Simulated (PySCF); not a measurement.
Gas-phase reaction: 3 CH3SiHCl2 + C3H6 (propylene) ⇌ 3 H3SiCCH + 6 HCl

Energies from PySCF (xtb for GFN2), thermal terms from the rigid-rotor harmonic-oscillator model, ideal gas at 1 bar. † marks an energy on the PBE0/def2-TZVP geometry and frequencies; other levels use their own. MP2 and CCSD(T) freeze the core. All species are closed-shell singlets. MP2 isn't extrapolated to the basis-set limit; its ΔH°(298 K) is 1273.2 kJ in def2-SVP and 1308.7 kJ in def2-TZVPP. CCSD(T) isn't extrapolated to the basis-set limit; its ΔH°(298 K) is 1232.7 kJ in def2-SVP and 1264.4 kJ in def2-TZVPP. The harmonic model lacks anharmonicity and excited electronic states, which grow with temperature; levels with a mode under 35 cm⁻¹ are left out. Internal rotation in CH3SiHCl2, C3H6 (propylene) is treated as a harmonic vibration of one conformer, which makes the entropy rough.

ΔH° and ΔS° at 298 K: CCSD(T)/def2-SVP† 1233 kJ, 672 J/K; GFN2-xTB 1212 kJ, 657 J/K; MP2/def2-TZVPP† 1309 kJ, 672 J/K.

**Question.** With the heat capacities included, give log10 K (1 bar) at 500, 600, 1400, 2000, 2500 K from CCSD(T)/def2-SVP†, GFN2-xTB, MP2/def2-TZVPP†.

**Answer.** 
| T (K) | CCSD(T)/def2-SVP† | GFN2-xTB | MP2/def2-TZVPP† |
|---|---|---|---|
| 500 | -93.4 | -92.0 | -101.3 |
| 600 | -71.8 | -70.7 | -78.4 |
| 1400 | -10.1 | -9.8 | -13.0 |
| 2000 | 3.5 | 3.7 | 1.5 |
| 2500 | 9.7 | 9.9 | 8.1 |
